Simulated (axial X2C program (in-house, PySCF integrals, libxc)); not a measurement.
# Spectroscopic constants of NaO⁺

Computed with an in-house relativistic program for diatomic molecules. Spin-free means the one-electron spin-free X2C Hamiltonian; two-component (2c) means X2C with spin–orbit coupling and atomic mean-field two-electron Coulomb and Gaunt terms, so the difference of the two also holds small scalar two-electron terms. Basis: Na dyall-cv3z [9s8p5d2f], O dyall-av3z [7s6p3d2f] (cores contracted in-house); Gaussian nuclei, density fitting, unrestricted open shells. Masses: Na 22.990 u, O 15.995 u.

Input:
```json
{"zs": [11, 8], "q": 1, "bas": ["dyall-cv3z", "dyall-av3z"], "levels": ["PBE0", "HF", "BLYP"], "cc": true, "r0": 2.17, "thr": -2.0, "nmax": 90, "npts": 10, "nst": 2, "ntry": 6}
```
```bash
python so2c.py task.json out
```

Keys: zs atomic numbers; q charge; bas basis sets; levels methods; cc coupled cluster on or off; r0 starting distance in Å; thr threshold in hartree for freezing inner shells (an s shell follows its p shell); nmax most natural virtual spinors; npts points on the curve; nst determinants followed; ntry starts of the search. HF also brings MP2.

State, spin-free: M_S = 1, Λ = 0 (beyond evenly filled blocks: π+α, π-α); electrons by block: σα: 6, σβ: 6, π+α: 2, π+β: 1, π-α: 2, π-β: 1. Fragments: Na+ + O.

State, 2c: Ω = 1 (⟨Sz⟩ = 1.00, ⟨Lz⟩ = 0.00 at PBE0); electrons by block: 1/2: 7, -1/2: 8, 3/2: 2, -3/2: 1. Fragments: Na+ + O.

```csv
Hamiltonian,level,Re (Å),ωe (cm⁻¹),αe (cm⁻¹),De (eV),k (mdyn/Å),μ (D)
2c,PBE0,2.490,193.5,0.00799,0.316,0.208,-4.24
2c,HF,2.512,183.7,0.00854,0.274,0.188,-4.41
2c,MP2,2.495,190.1,0.0082,0.293,0.201,n/a
2c,CCSD,2.497,190.6,0.00811,0.298,0.202,n/a
2c,CCSD(T),2.496,191.0,0.00806,0.271,0.203,n/a
2c,BLYP,2.518,188.0,0.00771,0.318,0.196,-4.22
```

Spin-free values that have a 2c row agree with it to the digits that matter (0.001 Å, 0.01 eV) and are not repeated.

Correlated methods: 14 electrons correlated (number of frozen shells: Na 1 s; O 1 s), 220 virtual spin orbitals or spinors in MP2, 90 natural virtuals in coupled cluster.

Dipoles are positive if O is the positive end and refer to the centre of mass.

One determinant describes the state; a PBE0 search over occupations chose it and may have missed a lower one. Dissociation energies refer to the lowest single-determinant-based atoms at the same level and basis. Density functionals use the spin component along the axis (collinear). Coupled cluster ran in a truncated set of natural virtual spinors; the MP2 energy of the rest was added. (T) has no such correction and the atoms are truncated less, which lowers De at CCSD(T) by a hundredth of an eV or more. In 2c an atomic determinant is not the ground J level, so De misses part of the atomic spin–orbit lowering. This holds for PBE0, BLYP. The functionals have no current-density term, which raises determinants with orbital currents, atoms included. With several unpaired electrons one determinant need not be a pure state. Open-shell Ω = 0 determinants with evenly filled partner blocks cannot be reached by this program, so the Ω shown need not be the lowest component. This is the Ω = 1 component of a π² triplet; the 0⁺ component is not one determinant and can lie lowest.

Rough cost a point (2c) on 1 thread(s) of a shared host, integrals apart: PBE0 0.17 s, HF 0.11 s, CCSD(T) 6 s, BLYP 0.12 s.

The whole task took 100 s on 1 thread of Arm Neoverse V1, on a shared host.
